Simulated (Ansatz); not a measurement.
**C₈H₁₈: taking an electron away**

The task here is to estimate one member of a computed series from the others.

Method: unrestricted cation, the program's frozen cores in correlated methods; program: Ansatz 0.2.0, Gaussian basis.

Plan: UKS PBE-D4/def2-TZVPP; UKS r2SCAN-D4/def2-TZVPP; UKS PBE0-D4/def2-TZVPP; UKS B3LYP-D4/def2-TZVPP; UKS wB97X-V/def2-TZVPP; UKS wB97M-V/def2-TZVPP; UKS B2PLYP/def2-TZVPP; UHF-CCSD(T)/def2-TZVPP; UHF-MP2/def2-QZVPP; extrapolation to the limit; then −ε(HOMO) from the neutral's earlier runs with LDA (SPW92), PBE-D4, revPBE-D4, BLYP-D4, r2SCAN-D4, B97M-V, PBE0-D4, B3LYP-D4, r2SCANh-D4, r2SCAN0-D4, HSE06-D4, BHLYP-D4, CAM-B3LYP-D4, LC-ωPBE, ωB97X-V, ωB97M-V.

1 further run of the same task is left out (it didn't finish).

**The geometry**

All runs share one geometry, relaxed beforehand with PBE0-D4 in a triple-zeta def2 set.

SMILES `CCCC(C)C(C)C`, 26 atoms, charge 0, spin multiplicity 1.

Atoms are counted from 1 here; the program's logs count them from 0.

Bond lengths: C1–C2 1.519 Å, C1–H9 1.094 Å, C1–H10 1.094 Å, C1–H11 1.093 Å, C2–C3 1.521 Å, C2–H12 1.097 Å, C2–H13 1.094 Å, C3–C4 1.527 Å, C3–H14 1.097 Å, C3–H15 1.098 Å, C4–C5 1.524 Å, C4–C6 1.539 Å, C4–H16 1.099 Å, C5–H17 1.094 Å, C5–H18 1.091 Å, C5–H19 1.092 Å, C6–C7 1.523 Å, C6–C8 1.523 Å and more. Angles: C2–C1–H9 111.1°, C2–C1–H10 111.1°, C2–C1–H11 111.7°, H9–C1–H10 107.4°, H9–C1–H11 107.7°, H10–C1–H11 107.7°, C1–C2–C3 112.6°, C1–C2–H12 109.6°, C1–C2–H13 109.2°, C3–C2–H12 109.1°, C3–C2–H13 110.0°, H12–C2–H13 106.1°, C2–C3–C4 114.8°, C2–C3–H14 108.8°, C2–C3–H15 108.5°, C4–C3–H14 109.7°, C4–C3–H15 108.7°, H14–C3–H15 106.0° and more.

Set-up of the first run:

File in.yaml:

```yaml
crystal:
  periodic: [false, false, false]
  atoms:
    - {symbol: C, position_ang: [-1.025871, -3.342354, -0.605091]}
    - {symbol: C, position_ang: [-0.548825, -1.982640, -1.085856]}
    - {symbol: C, position_ang: [-0.418227, -0.976125, 0.046816]}
    - {symbol: C, position_ang: [-0.023552, 0.432990, -0.390845]}
    - {symbol: C, position_ang: [1.386667, 0.465440, -0.967227]}
    - {symbol: C, position_ang: [-0.237953, 1.453379, 0.741701]}
    - {symbol: C, position_ang: [-0.163470, 2.888869, 0.239655]}
    - {symbol: C, position_ang: [0.699599, 1.256417, 1.926155]}
    - {symbol: H, position_ang: [-0.329894, -3.767822, 0.123602]}
    - {symbol: H, position_ang: [-2.003356, -3.268279, -0.119932]}
    - {symbol: H, position_ang: [-1.117093, -4.052532, -1.430250]}
    - {symbol: H, position_ang: [-1.246971, -1.591157, -1.835386]}
    - {symbol: H, position_ang: [0.412131, -2.098584, -1.596715]}
    - {symbol: H, position_ang: [0.310312, -1.354337, 0.774637]}
    - {symbol: H, position_ang: [-1.377363, -0.923465, 0.577678]}
    - {symbol: H, position_ang: [-0.716260, 0.724314, -1.193385]}
    - {symbol: H, position_ang: [2.118618, 0.093913, -0.244484]}
    - {symbol: H, position_ang: [1.462405, -0.159369, -1.858954]}
    - {symbol: H, position_ang: [1.684571, 1.475197, -1.256824]}
    - {symbol: H, position_ang: [-1.262201, 1.289351, 1.102326]}
    - {symbol: H, position_ang: [-0.447735, 3.590792, 1.027902]}
    - {symbol: H, position_ang: [0.848955, 3.153094, -0.077792]}
    - {symbol: H, position_ang: [-0.833258, 3.049545, -0.609634]}
    - {symbol: H, position_ang: [0.446909, 1.949922, 2.732252]}
    - {symbol: H, position_ang: [1.739145, 1.448888, 1.646750]}
    - {symbol: H, position_ang: [0.642707, 0.244553, 2.332911]}
basis:
  gaussian: {orbitals: def2-TZVPP}
total_charge: 1
magnetization: {spin_polarized: true, initial_magnetization: 1}
hamiltonian: {xc: pbe, dispersion: d4}
```

Steps of the session up to this table: Cation, UKS PBE-D4/def2-TZVPP; Cation, UKS r2SCAN-D4/def2-TZVPP; Cation, UKS PBE0-D4/def2-TZVPP; Cation, UKS B3LYP-D4/def2-TZVPP; Cation, UKS wB97X-V/def2-TZVPP; Cation, UKS wB97M-V/def2-TZVPP; Cation, UKS B2PLYP (frozen core)/def2-TZVPP; Cation, UHF-CCSD(T)/def2-TZVPP; Cation, UHF-MP2/def2-QZVPP.

One table of the session follows, with a row left open; its other results are not shown here.

Orbital estimates, from the neutral's runs:

```
  functional  −ε(HOMO) (eV)
 LDA (SPW92)           7.17
      PBE-D4           7.07
   revPBE-D4           7.01
     BLYP-D4           6.97
   r2SCAN-D4           7.31
      B97M-V           7.48
     PBE0-D4              ?
    B3LYP-D4           8.19
  r2SCANh-D4           7.80
  r2SCAN0-D4           8.54
    HSE06-D4           7.98
    BHLYP-D4           9.65
CAM-B3LYP-D4           9.77
     LC-ωPBE          11.08
     ωB97X-V          10.76
     ωB97M-V          10.64
```

**Question.** Estimate the row for PBE0-D4.

The run gave: −ε(HOMO) (eV): 8.38. In the column «−ε(HOMO) (eV)» it lies between B3LYP-D4 (8.19) and r2SCAN0-D4 (8.54).
